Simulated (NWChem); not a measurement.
The numbers come from NWChem runs, not from measurements. System: Li₂, charge 0, spin multiplicity 1, at a geometry optimised with PBE0/def2-SVP. The structure started from a generated list of species. Level: CR-CCSD(T)/6-31G* (spherical d), no orbitals frozen.

Output (cleaned and shortened):

```
             Northwest Computational Chemistry Package (NWChem) 7.3.0
             --------------------------------------------------------

                                NWChem Input Module
                                -------------------

 Scaling coordinates for geometry "geometry" by  1.889725989
 (inverse scale =  0.529177249)

 Turning off AUTOSYM since
 SYMMETRY directive was detected!

                             Geometry "geometry" -> ""
                             -------------------------

 Output coordinates in angstroms (scale by  1.889725989 to convert to a.u.)

  No.       Tag          Charge          X              Y              Z
 ---- ---------------- ---------- -------------- -------------- --------------
    1 Li                   3.0000     0.00000000     0.00000000     1.39355900
    2 Li                   3.0000     0.00000000     0.00000000    -1.39355900

 Effective nuclear repulsion energy (a.u.)       1.7087885195

            Nuclear Dipole moment (a.u.)
            ----------------------------
        X                 Y               Z
 ---------------- ---------------- ----------------
     0.0000000000     0.0000000000     0.0000000000

      Symmetry information
      --------------------

 Group name             D2h
 Group number             26
 Group order               8
 No. of unique centers     1

      Symmetry unique atoms

     1


 Summary of "ao basis" -> "" (spherical)
 ------------------------------------------------------------------------------
       Tag                 Description            Shells   Functions and Types
 ---------------- ------------------------------  ------  ---------------------
 *                           6-31g*                   on all atoms

 Summary of "ao basis" -> "ao basis" (spherical)
 ------------------------------------------------------------------------------
       Tag                 Description            Shells   Functions and Types
 ---------------- ------------------------------  ------  ---------------------
 Li                          6-31g*                  6       14   3s2p1d

                                 NWChem SCF Module
                                 -----------------

  ao basis        = "ao basis"
  functions       =    28
  atoms           =     2
  closed shells   =     3
  open shells     =     0
  charge          =   0.00
  wavefunction    = RHF
  use symmetry    = T
  symmetry adapt  = T

 Summary of "ao basis" -> "ao basis" (spherical)
 ------------------------------------------------------------------------------
       Tag                 Description            Shells   Functions and Types
 ---------------- ------------------------------  ------  ---------------------
 Li                          6-31g*                  6       14   3s2p1d

      Symmetry analysis of basis
      --------------------------

        ag          7
        au          1
        b1g         1
        b1u         7
        b2g         3
        b2u         3
        b3g         3
        b3u         3

 Forming initial guess at       0.0s

      Superposition of Atomic Density Guess
      -------------------------------------

 Sum of atomic energies:         -14.86246989

      Non-variational initial energy
      ------------------------------

 Total energy =     -14.794926
 1-e energy   =     -22.844987
 2-e energy   =       6.341272
 HOMO         =      -0.155013
 LUMO         =      -0.016563

      Symmetry analysis of molecular orbitals - initial
      -------------------------------------------------

 !! scf_movecs_sym_adapt:   16 vectors were symmetry contaminated

  Symmetry fudging

 !! scf_movecs_sym_adapt:   14 vectors were symmetry contaminated

  Numbering of irreducible representations:

     1 ag          2 au          3 b1g         4 b1u         5 b2g
     6 b2u         7 b3g         8 b3u

  Orbital symmetries:

     1 ag          2 b1u         3 ag          4 b1u         5 b3u
     6 b2u         7 ag          8 b3g         9 b2g        10 b1u
    11 ag         12 b3u        13 b2u

 Starting SCF solution at       0.1s

 ----------------------------------------------
         Quadratically convergent ROHF
[...]
   Bfn.  Coefficient  Atom+Function         Bfn.  Coefficient  Atom+Function
  ----- ------------  ---------------      ----- ------------  ---------------
     1      0.706644  1 Li s                 15     -0.706644  2 Li s

 Vector    3  Occ=2.000000D+00  E=-1.756672D-01  Symmetry=ag
              MO Center=  4.8D-49, -6.7D-49,  1.0D-16, r^2= 5.2D+00
   Bfn.  Coefficient  Atom+Function         Bfn.  Coefficient  Atom+Function
  ----- ------------  ---------------      ----- ------------  ---------------
     6      0.366555  1 Li s                 20      0.366555  2 Li s
     2      0.199881  1 Li s                 16      0.199881  2 Li s

 Vector    4  Occ=0.000000D+00  E= 1.588669D-02  Symmetry=b1u
              MO Center=  1.2D-40,  4.6D-40,  1.0D-16, r^2= 1.4D+01
   Bfn.  Coefficient  Atom+Function         Bfn.  Coefficient  Atom+Function
  ----- ------------  ---------------      ----- ------------  ---------------
     9      0.763803  1 Li pz                23      0.763803  2 Li pz
     6     -0.220932  1 Li s                 20      0.220932  2 Li s

 Vector    5  Occ=0.000000D+00  E= 4.626617D-02  Symmetry=b3u
              MO Center=  1.6D-19, -3.9D-33, -1.2D-18, r^2= 1.0D+01
   Bfn.  Coefficient  Atom+Function         Bfn.  Coefficient  Atom+Function
  ----- ------------  ---------------      ----- ------------  ---------------
     7      0.511482  1 Li px                21      0.511482  2 Li px

 Vector    6  Occ=0.000000D+00  E= 4.626617D-02  Symmetry=b2u
              MO Center= -3.0D-33,  5.6D-18,  2.3D-17, r^2= 1.0D+01
   Bfn.  Coefficient  Atom+Function         Bfn.  Coefficient  Atom+Function
  ----- ------------  ---------------      ----- ------------  ---------------
     8      0.511482  1 Li py                22      0.511482  2 Li py

 center of mass
 --------------
 x =   0.00000000 y =   0.00000000 z =   0.00000000

 moments of inertia (a.u.)
 ------------------
          97.312351786978           0.000000000000           0.000000000000
           0.000000000000          97.312351786978           0.000000000000
           0.000000000000           0.000000000000           0.000000000000

  Mulliken analysis of the total density
  --------------------------------------

    Atom       Charge   Shell Charges
 -----------   ------   -------------------------------------------------------
    1 Li   3     3.00   2.00  0.32  0.08  0.62 -0.02  0.00
    2 Li   3     3.00   2.00  0.32  0.08  0.62 -0.02  0.00

       Multipole analysis of the density wrt the origin
       ------------------------------------------------

     L   x y z        total         open         nuclear
     -   - - -        -----         ----         -------
     0   0 0 0     -0.000000      0.000000      6.000000

     1   1 0 0     -0.000000      0.000000      0.000000
     1   0 1 0     -0.000000      0.000000      0.000000
     1   0 0 1     -0.000000      0.000000      0.000000

     2   2 0 0    -11.456276      0.000000      0.000000
     2   1 1 0      0.000000      0.000000      0.000000
     2   1 0 1      0.000000      0.000000      0.000000
     2   0 2 0    -11.456276      0.000000      0.000000
     2   0 1 1      0.000000      0.000000      0.000000
     2   0 0 2     -1.813398      0.000000     41.610185

                   NWChem Extensible Many-Electron Theory Module
                   ---------------------------------------------


            General Information
            -------------------
      Number of processors :     1
         Wavefunction type : Restricted Hartree-Fock
          No. of electrons :     6
           Alpha electrons :     3
            Beta electrons :     3
           No. of orbitals :    56
            Alpha orbitals :    28
             Beta orbitals :    28
        Alpha frozen cores :     0
         Beta frozen cores :     0
     Alpha frozen virtuals :     0
      Beta frozen virtuals :     0
         Spin multiplicity : singlet
    Number of AO functions :    28
       Number of AO shells :    12
        Use of symmetry is : on
      Symmetry adaption is : on
         Schwarz screening : 0.10D-09

          Correlation Information
          -----------------------
          Calculation type : Coupled-cluster singles & doubles w/ perturbation
   Perturbative correction : Completely renormalized (T)
            Max iterations :      100
        Residual threshold : 0.10D-05
     T(0) DIIS level shift : 0.00D+00
     L(0) DIIS level shift : 0.00D+00
     T(1) DIIS level shift : 0.00D+00
     L(1) DIIS level shift : 0.00D+00
     T(R) DIIS level shift : 0.00D+00
     T(I) DIIS level shift : 0.00D+00
   CC-T/L Amplitude update :  5-th order DIIS
                I/O scheme : Global Array Library
        L-threshold :  0.10D-05
        EOM-threshold :  0.10D-05
 no EOMCCSD initial starts read in
 TCE RESTART OPTIONS
 SLICE:      F
 D4D5:       F
 quantumc:   F
 qrotation:  F
 pwtce:      F
 qducc:      F
 nacto:                         0
 nrotv:                         0
 nrot:                          0

            Memory Information
            ------------------
          Available GA space size is     249036016 doubles
          Available MA space size is     104855844 doubles

 Maximum block size supplied by input
 Maximum block size        24 doubles

 tile_dim =      6

 -------------------------------------------------

 Global array virtual files algorithm will be used

 Parallel file system coherency ......... OK

 4-electron integrals stored in orbital form

 v2    file size   =            18414
 4-index algorithm nr.  13 is used
 imaxsize =       30
 imaxsize ichop =        0


CCSD iterations
 ---------------------------------------------------------
 Iter          Residuum       Correlation     Cpu    Wall
 ---------------------------------------------------------
    1   0.0427661205244  -0.0194932541708     0.1     0.1
    2   0.0218494752969  -0.0251754989962     0.1     0.1
    3   0.0121716286273  -0.0277318938907     0.1     0.1
    4   0.0070420206372  -0.0289962429306     0.1     0.1
    5   0.0041758373959  -0.0296620501981     0.1     0.1
    6   0.0004307012810  -0.0305125705250     0.1     0.1
    7   0.0002101069159  -0.0305122968674     0.1     0.1
    8   0.0001295449909  -0.0305130498048     0.1     0.1
    9   0.0000851442141  -0.0305138699581     0.1     0.1
   10   0.0000571779101  -0.0305145666985     0.1     0.1
   11   0.0000081854176  -0.0305162077973     0.1     0.1
   12   0.0000039280543  -0.0305164930612     0.1     0.1
   13   0.0000023666879  -0.0305166705328     0.1     0.1
   14   0.0000015231495  -0.0305167434191     0.1     0.1
   15   0.0000010210486  -0.0305167763966     0.1     0.1
   16   0.0000002156791  -0.0305168012432     0.1     0.1
 -----------------------------------------------------------------
 Iterations converged
 CCSD correlation energy / hartree =        -0.030516801243171
 CCSD total energy / hartree       =       -14.896948706010560

 Singles contributions

 Doubles contributions
     4b1u (alpha)     4b1u (beta ) ---     3ag  (alpha)     3ag  (beta )       -0.1106073326
     6b2u (alpha)     6b2u (beta ) ---     3ag  (alpha)     3ag  (beta )       -0.1360853606
     5b3u (alpha)     5b3u (beta ) ---     3ag  (alpha)     3ag  (beta )       -0.1360853606
 CR-CCSD(T)

 CR-CCSD[T]  correction energy / hartree =        -0.000063484630405
 CR-CCSD[T] correlation energy / hartree =        -0.030580285873576
 CR-CCSD[T] total energy / hartree       =       -14.897012190640966
 CR-CCSD(T)  correction energy / hartree =        -0.000063334632906
 CR-CCSD(T) correlation energy / hartree =        -0.030580135876076
 CR-CCSD(T) total energy / hartree       =       -14.897012040643466

 Task  times  cpu:        1.8s     wall:        1.8s

 Total times  cpu:        1.8s     wall:        1.8s
```

Question: Write an NWChem input that would produce this output.

Answer: One answer among several that fit: 
```
start mol
memory heap 100 mb stack 700 mb global 1900 mb
geometry units angstroms nocenter noautoz
  Li     0.000000     0.000000     1.393559
  Li     0.000000     0.000000    -1.393559
  symmetry group D2h
end
basis spherical
  * library 6-31g*
end
scf
  rhf
  nopen 0
  maxiter 100
  thresh 1e-7
  semidirect memsize 60000000 filesize 0
end
tce
  cr-ccsd(t)
  2eorb
  2emet 13
  thresh 1e-6
  maxiter 100
  tilesize 24
end
task tce energy
```
